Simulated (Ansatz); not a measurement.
`CCCOCC`, relaxed with RKS PBE0-D4/def2-TZVP in the Gaussian-basis code of Ansatz from a PBE-D4/def2-SVP geometry. The force threshold is 0.005 eV/Å; the program also tests the step.

The species carries charge 0 and has multiplicity 1.

Start:

```xyz
18

C     2.791   -0.701   -0.181
C     1.310   -0.734    0.196
C     0.680    0.663    0.221
O    -0.669    0.683    0.645
C    -1.606    0.297   -0.344
C    -3.003    0.423    0.239
H     3.376   -0.080    0.529
H     2.944   -0.272   -1.195
H     3.236   -1.715   -0.180
H     0.757   -1.382   -0.518
H     1.172   -1.191    1.199
H     0.783    1.143   -0.787
H     1.237    1.304    0.939
H    -1.429   -0.752   -0.689
H    -1.499    0.948   -1.250
H    -3.197    1.465    0.563
H    -3.768    0.137   -0.510
H    -3.114   -0.236    1.124
```

| step | energy (eV) | largest force (eV/Å) | largest move (Å) |
| --- | --- | --- | --- |
| 1 | -7421.9710 | 0.538 | 0.000 |
| 2 | -7422.0376 | 0.170 | 0.036 |
| 3 | -7422.0436 | 0.027 | 0.014 |
| 4 | -7422.0438 | 0.012 | 0.007 |
| 5 | -7422.0439 | 0.012 | 0.017 |
| 6 | -7422.0441 | 0.029 | 0.068 |
| 7 | -7422.0442 | 0.011 | 0.004 |
| 8 | -7422.0443 | 0.008 | 0.006 |
| 9 | -7422.0443 | 0.003 | 0.015 |
| 10 | -7422.0443 | 0.002 | 0.013 |

End:

```xyz
18

C     2.768   -0.669   -0.194
C     1.294   -0.736    0.167
C     0.674    0.649    0.238
O    -0.665    0.662    0.664
C    -1.587    0.242   -0.311
C    -2.981    0.452    0.224
H     3.329   -0.086    0.542
H     2.917   -0.197   -1.169
H     3.214   -1.664   -0.237
H     0.763   -1.347   -0.569
H     1.160   -1.225    1.138
H     0.764    1.149   -0.740
H     1.224    1.255    0.964
H    -1.436   -0.817   -0.564
H    -1.437    0.820   -1.237
H    -3.148    1.506    0.457
H    -3.723    0.135   -0.511
H    -3.130   -0.127    1.138
```

Hardware: 2 threads of an AMD EPYC 7R13 on a shared host and a share of an NVIDIA H100 80 GB. Wall time 17 s, peak host memory 0.91 GiB.
